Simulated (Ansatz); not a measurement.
This Ansatz (a quantum-chemistry and plane-wave program) input (r2SCAN/def2-QZVP) gives -291.26077 Eh with 160 basis functions. A basis named .json is the Basis Set Exchange file of that set (core-valence sets with the plain set on hydrogen).

Ansatz 0.2 input:
```yaml
crystal:
  periodic: [false, false, false]
  atoms:
    - {symbol: Si, position_ang: [0.08512521, 0.08333339, 0.08368655]}
    - {symbol: H, position_ang: [-0.93940997, -0.90765273, 0.67751647]}
    - {symbol: H, position_ang: [-0.91388705, 0.68123940, -0.93063229]}
    - {symbol: H, position_ang: [0.66154409, -0.94025419, -0.91849584]}
basis:
  gaussian:
    orbitals: def2-QZVP.json
hamiltonian:
  xc: {name: r2SCAN}
total_charge: -1
magnetization: {spin_polarized: false}
```

Change:
```diff
- orbitals: def2-QZVP.json
+ orbitals: jun-cc-pV_T+d_Z.json
```

Problem. What does the run give now?

Solution. -291.25677 Eh (r2SCAN/jun-cc-pV(T+d)Z, 90 functions), a change of +4.00 mEh.
